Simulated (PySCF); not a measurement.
Magnetic susceptibility: `[H]/N=C\C=N/[H]`, C₂H₄N₂

Cartesian coordinates in Å; atom numbers follow the order of the lines, from 1:
```xyz
8

N     1.801   -0.043    0.061
C     0.600   -0.417    0.079
C    -0.600    0.424   -0.089
N    -1.798    0.041   -0.062
H     1.936    0.958   -0.091
H     0.420   -1.480    0.238
H    -0.427    1.487   -0.252
H    -1.923   -0.960    0.091
```

Computed with GIAO B97-D/3-21G magnetisability, rotational g tensor and spin-rotation constants, non-relativistic, gas phase (PySCF 2.14.0). Geometry: GFN2-xTB.

Task: What are the magnetisability and the molar susceptibility?

Result: Isotropic -376 × 10⁻³⁰ J/T², or -22.6 × 10⁻⁶ cm³/mol; principal values -614, -390, -122 × 10⁻³⁰ J/T², anisotropy 427 × 10⁻³⁰ J/T² (root of half the summed squared differences of the principal values). The susceptibility is in cgs units.

Task: Split it along the inertial axes a, b, c into diamagnetic and paramagnetic parts about the centre of mass, with the quadrupole moment.

Result: 
| axis | χ (10⁻⁶ cm³/mol) | diamagnetic (10⁻⁶ cm³/mol) | paramagnetic (10⁻⁶ cm³/mol) | summed x² of all electrons (Å²) | quadrupole Θ (D Å) |
| --- | --- | --- | --- | --- | --- |
| a | -17.8 | -75.0 | 57.3 | 64.3 | -10.70 |
| b | -13.1 | -294.5 | 281.4 | 12.6 | +9.11 |
| c | -37.0 | -326.4 | 289.4 | 5.1 | +1.59 |

Anisotropies 2χaa − χbb − χcc = +14.6 and 2χbb − χaa − χcc = +28.6 × 10⁻⁶ cm³/mol. Θ is traceless in Buckingham's convention.

Task: And the rotational g tensor?

Result: 
```csv
axis,rotational constant (GHz),g,nuclear part,electronic part
a,48.1708,-0.4740,0.8223,-1.2963
b,4.6934,-0.0822,0.5383,-0.6205
c,4.2767,-0.0180,0.5635,-0.5815
```
Asymmetric top; isotopes 12C, 1H, 14N; no vibrational averaging.
